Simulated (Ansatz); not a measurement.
**Pd: from a trial structure to a relaxed crystal**

All numbers below come from DFT PBEsol, scalar-relativistic, plane waves, PAW in Ansatz 0.2.0.

The start puts Pd on the alpha-boron structure type (R-3m, No. 166), at a guessed volume.

The final relaxation ran on this input, with the default PAW datasets:

```yaml
crystal:
  lattice:
    - [3.1803294418, 1.8361640594, 6.4601790255]
    - [-3.1803294418, 1.8361640594, 6.4601790255]
    - [0.0, -3.6723281187, 6.4601790255]
  atoms:
    - { symbol: Pd, position: [0.0931353392, 0.4985676859, 0.0931353392] }
    - { symbol: Pd, position: [0.0931353392, 0.0931353392, 0.4985676859] }
    - { symbol: Pd, position: [0.4985676859, 0.0931353392, 0.0931353392] }
    - { symbol: Pd, position: [0.9068646608, 0.5014323141, 0.9068646608] }
    - { symbol: Pd, position: [0.5014323141, 0.9068646608, 0.9068646608] }
    - { symbol: Pd, position: [0.9068646608, 0.9068646608, 0.5014323141] }
    - { symbol: Pd, position: [0.2341822253, 0.6389397443, 0.2341822253] }
    - { symbol: Pd, position: [0.2341822253, 0.2341822253, 0.6389397443] }
    - { symbol: Pd, position: [0.6389397443, 0.2341822253, 0.2341822253] }
    - { symbol: Pd, position: [0.7658177747, 0.3610602557, 0.7658177747] }
    - { symbol: Pd, position: [0.3610602557, 0.7658177747, 0.7658177747] }
    - { symbol: Pd, position: [0.7658177747, 0.7658177747, 0.3610602557] }
basis:
  ecutwfc: 420
kpoints:
  mp_grid: { grid: [9, 9, 9] }
hamiltonian:
  xc: pbesol
scf:
  occupations: { method: gaussian, width: 0.1 }
output:
  forces: true
  stress: true
  eigenvalues: true
relax:
  adjacent_minimum: "off"
  f_tol: 0.01
  max_steps: 80
  cell: { stress_tol: 0.05 }
```

It can be run as:

```bash
ansatz run input.yaml --threads 4 --pin off --backend cpu --events-out ev --progress --plain --runs-dir out  # memory cap (--max-ram) not shown
```

End of the output:

```
SCF converged after 6 iterations
Free energy (F): -82871.383915 eV
Harris-Foulkes:  -82871.383915 eV  (|F-HF|=8.73e-11)
Internal energy: -82871.281591 eV  (E = F + TS)
E sigma→0 (E₀):  -82871.332753 eV
Entropy (-TS):   -0.102324 eV (-8.527 meV/atom)
Fermi energy:    14.370680 eV
--- Per-component energies (eV) ---
  E_band       = -2811.247558
  E_kinetic    = 6166.505619
  E_local      = -29355.760502  (includes V_loc(G=0)·N_el)
  E_nonlocal   = 2636.188966
  E_hartree    = 12114.664171
  E_xc         = -2003.487505
  E_vxc        = -2522.308249  (∫ρ·V_xc dr)
  E_paw        = -44223.512616  (= ΣΔE_a)
  E_vpaw       = -3965.202713  (= ΣTr[D̂ρ^β])
  E_aug_tail   = 0.002340  (compensation charges beyond the density's cutoff)
  E_ewald      = -28209.512354
  E_core_change = 3.630289  (= ΣΔE_core)
  E_smearing   = -0.102324  (= −TS)
  E_closure    =  0.000000  (closes the sum)
  Σ components = -82871.383915   (vs F -82871.383915, Δ=0.00e0)
--- Forces (eV/Å), atoms counted from 1 ---
  atom   1  Pd     0.00079597    -0.00045955     0.00018256
  atom   2  Pd     0.00000000     0.00091911     0.00018256
  atom   3  Pd    -0.00079597    -0.00045955     0.00018256
  atom   4  Pd    -0.00079597     0.00045955    -0.00018256
  atom   5  Pd     0.00079597     0.00045955    -0.00018256
  atom   6  Pd     0.00000000    -0.00091911    -0.00018256
  atom   7  Pd     0.00020177    -0.00011649    -0.00286039
  atom   8  Pd     0.00000000     0.00023298    -0.00286039
  atom   9  Pd    -0.00020177    -0.00011649    -0.00286039
  atom  10  Pd    -0.00020177     0.00011649     0.00286039
  atom  11  Pd     0.00020177     0.00011649     0.00286039
  atom  12  Pd     0.00000000    -0.00023298     0.00286039
  max |Σ_I F_I| component: 6.07e-18 eV/Å
--- Stress (GPa, compression-positive) ---
        0.017350       0.000000       0.000000
        0.000000       0.017350       0.000000
        0.000000       0.000000      -0.003600
  P = ⅓ Tr σ = 0.0104 GPa (0.104 kbar)
--- Relaxed structure (4 steps of the walk, 4 accepted, 1 SCFs on fresh bases) ---
  F+E_penalty+E_count = -82871.38391511 eV   max|allowed force component| = 2.860e-3 eV/Å   (the final SCF, on the basis selected at the relaxed cell)
  cell:  # Å, volume = 225.5732 Å³
    - [3.193329, 1.843669, 6.385716]
    - [-3.193329, 1.843669, 6.385716]
    - [0.000000, -3.687338, 6.385716]
  atoms:
    - { symbol: Pd, position: [0.094022, 0.497899, 0.094022] }
    - { symbol: Pd, position: [0.094022, 0.094022, 0.497899] }
    - { symbol: Pd, position: [0.497899, 0.094022, 0.094022] }
    - { symbol: Pd, position: [0.905978, 0.502101, 0.905978] }
    - { symbol: Pd, position: [0.502101, 0.905978, 0.905978] }
    - { symbol: Pd, position: [0.905978, 0.905978, 0.502101] }
    - { symbol: Pd, position: [0.235253, 0.639430, 0.235253] }
    - { symbol: Pd, position: [0.235253, 0.235253, 0.639430] }
    - { symbol: Pd, position: [0.639430, 0.235253, 0.235253] }
    - { symbol: Pd, position: [0.764747, 0.360570, 0.764747] }
    - { symbol: Pd, position: [0.360570, 0.764747, 0.764747] }
    - { symbol: Pd, position: [0.764747, 0.764747, 0.360570] }
```

Total energies depend on the potentials used, so only differences within one code and one set of settings carry meaning.

The result has space group R-3m (No. 166). Pd on Wyckoff site h (6 atoms of the primitive cell) has 6 Pd at 2.48–2.71 Å; Pd on Wyckoff site h (6 atoms of the primitive cell) has 7 Pd at 2.56–2.71 Å.

It lies 0.71 eV/atom above the element's standard state at the same level.

For metals, differences of a few meV/atom aren't resolved.

Symmetry constrained the relaxation, so the result can be a saddle point.